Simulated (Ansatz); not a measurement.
# HOSi: the cost of one run

Method: PBE0-D4/def2-SVP; program: Ansatz 0.2.0, Gaussian basis.

### 1 The starting structure

The start, displaced at random: SMILES `O=[SiH+]`, 3 atoms, charge 1, spin multiplicity 1.

Atoms are counted from 1 here; the program's logs count them from 0.

Bond lengths: O1–Si2 1.594 Å, Si2–H3 1.434 Å. Angles: O1–Si2–H3 159.8°.

As a file:

```
O    -0.78040    1.15181   -0.32315
Si    0.25983   -0.00149    0.03460
H     0.76945   -1.30656    0.34062
```

### 2 The relaxation

Input file run/in.yaml:

```yaml
crystal:
  periodic: [false, false, false]
  atoms:
    - {symbol: O, position_ang: [-0.780400, 1.151808, -0.323149]}
    - {symbol: Si, position_ang: [0.259826, -0.001491, 0.034599]}
    - {symbol: H, position_ang: [0.769449, -1.306563, 0.340621]}
basis:
  gaussian: {orbitals: def2-SVP}
total_charge: 1
hamiltonian: {xc: pbe0, dispersion: d4}
relax: {f_tol: 0.01, max_steps: 5, max_displacement: 0.5}
```

Launch:

```bash
ansatz run in.yaml --threads 2 --pin off --events-out ev --progress --plain --max-ram 3481MiB
```

**Question.** How long does this run take on 2 threads of Intel Xeon at 2.50GHz, shared host, and how much memory does it need?

About 10 s, with a peak of 0.1 GiB.
